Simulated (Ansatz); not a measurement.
A structure relaxed at PBE0-D4/def2-TZVP, charge 0, multiplicity 1:

```xyz
3

B    -0.0458   -0.0158   -0.1324
S     0.4733    0.1636    1.3681
H    -0.4274   -0.1478   -1.2357
```

(1) Give its formula and SMILES.

(2) Point group (tolerance 0.08 Å, 0.16 Å for H)?

(3) Summarise the bond lengths by kind.

Results:

(1) BHS, `B=S`.

(2) C∞v.

(3) 1 × B–S 1.598 Å; 1 × B–H 1.175 Å.

Computed with Ansatz.
